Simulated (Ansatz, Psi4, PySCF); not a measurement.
Molecule: methanol, CH$_{4}$O, net charge 0, singlet state. SMILES: CO
Coordinates optimised at B3LYP-D3(BJ)/def2-TZVP (Ansatz, an electronic-structure program):
```
C
H 1 1.0891
H 1 1.0957 2 108.34
H 1 1.0957 2 108.34 3 -117.92
O 1 1.4207 2 106.80 3 121.04
H 5 0.9621 1 108.72 2 -180.00
```
Charge 0, spin multiplicity 1.

M06-2X/6-31G* (5d) beside other levels, property by property. Set-up: frozen cores in correlated levels; each state is the SCF solution reached for its charge and spin; non-relativistic; dispersion terms only where a functional's name holds one; atomisation electronic, to ground-state atoms; open shells spin-unrestricted; no spin-orbit coupling; six Cartesian d functions in 6-31G* and its kin unless marked 5d. CBS marks a two-point X^-3 extrapolation of the correlation energy; Hartree-Fock from the larger set. [CCSD(T)-MP2]/basis is that difference in the basis named. First-principles rows: single points at B3LYP-D3(BJ) geometries (Ansatz), with unscaled harmonic terms from B3LYP/6-31G* at its own minima. Anions need diffuse functions, which STO-3G, LANL2DZ, def2-SVP, cc-pVDZ and Pople sets without + lack. Levels can end on unlike triplets.

Measured values: Active Thermochemical Tables 1.112 (ions: stationary electron), as tabulated in the package chemicals; Active Thermochemical Tables 1.112 (ions: stationary electron), as tabulated in the package chemicals; G2/97 table in ASE (Curtiss et al.); CCCBDB table in ASE; NIST CCCBDB, as tabulated in the package chemicals; they hold spin-orbit and core effects, anharmonicity. Coupled cluster (Ansatz) is a level with limits of its own, used here on species with T1 under 0.025 (0.045 for open shells) and stable references: (a) RI-MP2/CBS(aug-cc-pVTZ,aug-cc-pVQZ)+[CCSD(T)-MP2]/aug-cc-pVTZ; (b) RI-MP2/CBS(cc-pVTZ,cc-pVQZ)+[CCSD(T)-MP2]/cc-pVTZ; (c) CCSD(T)/CBS(cc-pVTZ,cc-pVQZ).

```tsv
property	M06-2X/6-31G* (5d) (PySCF)	B3LYP/STO-3G (Ansatz)	B3LYP/6-31G* (Ansatz)	wB97X-D/6-31G* (Psi4)	to compare with
H-O bond dissociation enthalpy at 298 K, to C[O] (CH3O) + H atom (kcal/mol)	98.2	102.3	94.7	96.8	104.2 measured
vertical ionisation energy to the doublet (eV)	10.86	8.44	10.65	10.72	10.96 measured
C-H bond dissociation enthalpy at 298 K, to [CH2]O (CH3O) + H atom (kcal/mol)	96.5	115.8	94.5	95.3	96.2 measured
atomisation energy (kcal/mol)	506.9	573.3	505.9	507.1	512.5 coupled cluster (c)
proton affinity at O (heteroatom site), enthalpy at 298 K, to C[OH2+] (kcal/mol)	180.5	230.4	182.3	183.6	180.5 coupled cluster (b)
vertical triplet-singlet gap, E(triplet) - E(singlet) (eV)	7.78	9.73	7.40	7.74	6.77 coupled cluster (a)
size of the dipole moment (D)	1.76	1.37	1.69	1.76	1.70 measured
deprotonation enthalpy (H-O bond) at 298 K, to C[O-] + H+ (kcal/mol)	394.1	502.2	394.0	395.9	382.2 coupled cluster (a)
```

As the rows show:
- H-O bond dissociation enthalpy at 298 K, to C[O] (CH3O) + H atom: M06-2X/6-31G* (5d) lies 6.0 kcal/mol below the measured value.
- vertical ionisation energy to the doublet: M06-2X/6-31G* (5d) lies 0.10 eV below the measured value.
- C-H bond dissociation enthalpy at 298 K, to [CH2]O (CH3O) + H atom: M06-2X/6-31G* (5d) lies 0.3 kcal/mol above the measured value.
- atomisation energy: M06-2X/6-31G* (5d) lies 5.6 kcal/mol below coupled cluster.
- proton affinity at O (heteroatom site), enthalpy at 298 K, to C[OH2+]: M06-2X/6-31G* (5d) equals coupled cluster.
- vertical triplet-singlet gap, E(triplet) - E(singlet): M06-2X/6-31G* (5d) lies 1.01 eV above coupled cluster.
- size of the dipole moment: M06-2X/6-31G* (5d) lies 0.06 D above the measured value.
- deprotonation enthalpy (H-O bond) at 298 K, to C[O-] + H+: M06-2X/6-31G* (5d) lies 11.9 kcal/mol above coupled cluster.

The properties are those with a value to compare with, at most eight drawn at random. No case is left out for the size of its miss. Left out are saddle points of the reference geometry, anions that the best level run finds unbound, excited spin states, species near biochemistry, cases with under five habitual levels, runs that failed or whose electronic state is in doubt, and table entries that another table contradicts.
